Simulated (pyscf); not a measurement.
HO–Si(F)(F)–F (SMILES O[Si](F)(F)F) + H₂O (SMILES O) + H₂O (SMILES O) → HO–Si(OH)(F)–F (SMILES O[Si](O)(F)F) + HF (SMILES F) + H₂O (SMILES O), a multi-bond step (singlet surface; F–Si, H–O, H–O broken, O–Si, F–H, H–O formed). Single points on ωB97X-D3(BJ)/def2-SVP structures (PySCF, gas phase). Energies in kcal/mol from the separated reactants.

Small-basis levels: PySCF, no dispersion term, spherical d functions. 

Problem. In single points SVWN5/6-31G* puts the saddle at -41.5 kcal/mol and the reaction energy at +12.9 kcal/mol. Should these be trusted to within a few kcal/mol? Compare with ωB97M-D3(BJ)/def2-TZVP.

Solution. ωB97M-D3(BJ)/def2-TZVP gives ΔE‡ = -0.6 kcal/mol and ΔE = +8.2 kcal/mol. SVWN5/6-31G* lies 40.8 kcal/mol under it in the barrier and 4.8 kcal/mol over it in the reaction energy, so on this step it does not hold to within 3.0 kcal/mol. ωB97M-D3(BJ)/def2-TZVP has limits of its own. On the reactant side the descent ends in an adduct with a O–Si contact, 7.9 kcal/mol under the separated species and 7.3 kcal/mol under the saddle at ωB97X-D3(BJ)/def2-TZVP. On the product side the descent ends in a bound adduct (not fully relaxed), 22.6 kcal/mol under the separated species and 14.2 kcal/mol under the saddle at ωB97X-D3(BJ)/def2-TZVP. At ωB97M-D3(BJ) the saddle lies under the separated reactants, which points to a path from their complex (located at ωB97X-D3(BJ) alone). At ωB97M-D3(BJ) the saddle lies under the separated products, which points to a path from their complex (located at ωB97X-D3(BJ) alone), and parting the products costs more than the saddle. What is counted as formed (O–Si) is already present as a longer contact in the reactant adduct; forming that adduct is a step of its own. One saddle was located; it need not be the lowest between these sides.
